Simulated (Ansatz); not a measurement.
**Two structures, one formula**

The two ends of one reaction step of CH$_{7}$ClSi, closed shell (PBE0-D4/def2-TZVP).

A:

Si1  (-1.125, 1.160, -0.749)
C2  (1.209, -1.245, 0.799)
H3  (-1.508, 0.894, 0.656)
H4  (0.232, 1.748, -0.816)
Cl5  (-2.457, 2.512, -1.537)
H6  (1.012, -1.463, -0.251)
H7  (-1.194, -0.083, -1.551)
H8  (1.583, -0.226, 0.899)
H9  (1.957, -1.941, 1.175)
H10  (0.290, -1.356, 1.375)
(Å)

B:

Si1  (-0.108, 1.328, 0.415)
C2  (0.706, -0.315, 0.702)
H3  (-0.967, 1.719, 1.560)
H4  (0.890, 2.395, 0.158)
Cl5  (-1.325, 1.223, -1.248)
H6  (-0.837, -2.561, -1.971)
H7  (-0.988, -1.832, -1.911)
H8  (1.355, -0.260, 1.580)
H9  (1.313, -0.603, -0.158)
H10  (-0.040, -1.094, 0.873)
(Å)

Computed with Ansatz 0.2.0 (basis: def2-TZVPP); correlated methods freeze the cores. B3LYP uses VWN-RPA correlation.

(1) Which structure is lower at CCSD(T), and by how much? (Judge from chemistry; the value comes from the calculation.)

The T1 diagnostic stays at or below 0.009.

Results:

(1) Computed: A, by 0.233 eV (electronic energy, against the other). By their contacts, A is a complex of SiH₃Cl ([SiH3][Cl]) + CH₄ and B is a complex of CH₅ClSi ([CH3][SiH2][Cl]) + H₂.

All methods give the same order:

```csv
method,E(B) − E(A) (eV)
SPW92,0.165
PBE-D4,0.176
BLYP-D4,0.210
r2SCAN-D4,0.185
B97M-V,0.235
PBE0-D4,0.201
B3LYP-D4,0.236
r2SCAN0-D4,0.206
BHLYP-D4,0.275
CAM-B3LYP-D4,0.254
wB97X-V,0.222
wB97M-V,0.196
B2PLYP,0.251
PBE-QIDH,0.209
RPA on PBE,0.259
HF,0.406
MP2,0.176
CCSD,0.268
CCSD(T),0.233
```

Labels in which every atom is bracketed show which atoms are joined, not bond orders.

For scale, one of the runs: CCSD(T)/def2-TZVPP, 213 basis functions, launched by `ansatz run in.yaml --threads 4 --pin off --events-out ev --progress --plain --max-ram 9574MiB`. Hardware: 4 CPU threads of an Intel Xeon, shared host. Wall time 53 s; peak host memory 2.8 GiB.
